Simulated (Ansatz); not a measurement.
A nudged elastic band was laid between two geometries of CH$_{5}$B (7 atoms, charge 0, multiplicity 1).

The calculation used RKS PBE0/6-31G* in Ansatz 0.2.0.

| Property | Result |
| --- | --- |
| movable images | 5 |
| climbing image | yes |
| spring | 5.0 eV/Å² |
| optimiser | quadratic models (default) |
| start path | through a guess of the saddle point |
| force threshold | 0.05 eV/Å |
| iteration limit | 60 |
| end points | relaxed |

First end point:

```xyz
7
Properties=species:S:1:pos:R:3
B 0.442 -0.012 0.041
C 0.810 -0.063 1.553
H -0.003 -0.378 2.216
H 1.723 -0.619 1.787
H 1.023 0.990 1.817
H 1.293 -0.091 -0.804
H -0.690 0.173 -0.315
```

Last end point:

```xyz
7
Properties=species:S:1:pos:R:3
B -0.145 -0.011 -1.236
C 1.171 -0.046 1.614
H 0.196 -0.440 1.912
H 1.962 -0.632 2.088
H 1.254 1.001 1.917
H 1.296 -0.120 0.522
H -1.135 0.248 -0.521
```

Problem. Which bonds break or form, and what moves?

Solution. Bonds broken: B1–C2, B1–H6. Bonds formed: C2–H6. CH5B becomes BH + CH4.

Problem. Give the energies along the band, and the barrier.

Solution. The forces met the threshold. The highest image is number 3 of 0 to 6, 418.0 kJ/mol above the first end and 35.6 kJ/mol above the last; the last end lies 382.4 kJ/mol above the first. Neighbouring images differ by up to 2.3 eV, so the band resolves the path poorly. A vibrational analysis at the climbing image gives one clearly imaginary mode, 995i cm⁻¹: a first-order saddle point. The orbitals stay closed-shell, which can raise the energy where a bond breaks towards radicals; this wasn't checked here.

```csv
image,path coordinate (Å),energy (kJ/mol),B1–C2 (Å),B1–H6 (Å),C2–H6 (Å)
0,0.00,0.0,1.56,1.20,2.41
1,0.63,4.1,1.55,1.19,2.34
2,1.26,194.3,1.65,1.14,1.79
3,1.89,418.0,2.10,1.29,1.34
4,2.45,386.9,2.61,1.77,1.12
5,3.02,382.2,3.06,2.21,1.10
6,3.58,382.4,3.14,2.28,1.10
```

Problem. What is the geometry of the highest image?

Solution. 
```xyz
7
Properties=species:S:1:pos:R:3
B 0.233 -0.040 -0.543
C 0.945 -0.046 1.435
H 0.128 -0.597 1.903
H 1.911 -0.438 1.768
H 0.879 1.024 1.638
H 1.246 -0.392 0.173
H -0.744 0.489 -0.079
```

Run time: 67 s on 1 thread of Arm Neoverse V1 (shared host), peak memory 0.084 GiB.
